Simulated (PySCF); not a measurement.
**1,1-elimination**

Start structure (CH₅ClSi, closed shell), relaxed at PBE0-D4/def2-TZVP:

```xyz
8
angstrom
Si -0.4906 0.6861 -0.1507
C 0.4638 -0.8906 0.0760
H -0.5841 1.0655 -1.5814
H -1.8540 0.5837 0.4243
Cl 0.4707 2.2256 0.8275
H 1.4722 -0.7956 -0.3317
H -0.0424 -1.7108 -0.4412
H 0.5412 -1.1466 1.1347
```

The step: CH₅ClSi ([CH3][SiH2][Cl]) → SiHCl ([SiH][Cl]) + CH₄; bonds formed: C2–H3; bonds broken: Si1–C2, Si1–H3. PySCF 2.14 with density fitting (its default auxiliary sets; JK sets also for MP2 and CCSD(T)); basis: def2-TZVPP and def2-QZVPP; cores frozen in the correlated methods. Extrapolation: Hartree–Fock as exp(−7.88 √X), correlation as X^−2.97. Energies below are by CCSD(T) at an estimated basis limit (MP2 extrapolated from triple and quadruple zeta, plus CCSD(T) − MP2 in triple zeta).

What are the electronic barrier and the energy of the step, from the start structure to the end structure? (Judge from chemistry; the value comes from the calculation.)

By the calculation: Barrier 320.4 kJ/mol; step energy 190.4 kJ/mol (uphill); reverse barrier, their difference, 130.1 kJ/mol. Barrier and step energy count from the start structure, the reverse barrier from the end structure.

The saddle point: One imaginary mode of 1271i cm⁻¹.
```tsv
pair	start (Å)	saddle (Å)	end (Å)
C2–H3	2.77	1.56	1.10
Si1–C2	1.86	2.21	3.13
Si1–H3	1.48	1.50	2.44
```

Zero-point energy (harmonic, PBE0-D4): ZPE is 145.1 kJ/mol at the start and 137.5 kJ/mol at the saddle, so the barrier goes from 320.4 to 312.9 kJ/mol.

First-order rate constant out of the start structure at 898 K by transition-state theory, with harmonic vibrational free energies alone and no tunnelling: ΔA‡ = 311.4 kJ/mol, so k = (kB T/h) exp(−ΔA‡/kB T) ≈ 10^-5 s⁻¹ (an order of magnitude at best: rotation, the number of equivalent paths and anharmonicity are left out).

The T1 diagnostic stays at or below 0.013. The restricted Hartree–Fock reference is unstable towards an unrestricted one at one or more of these structures.

Losses and insertions of silylenes and their heavier kin drive the gas-phase chemistry of silicon and germanium vapour deposition.

Labels in which every atom is bracketed show which atoms are joined, not bond orders.

For scale, one of the runs: CCSD(T)/def2-TZVPP, 185 basis functions, launched by `OMP_NUM_THREADS=4 python run.py`. Hardware: 4 CPU threads of an Arm Neoverse V1, shared host. Wall time 3.5 min; peak host memory 1.7 GiB.
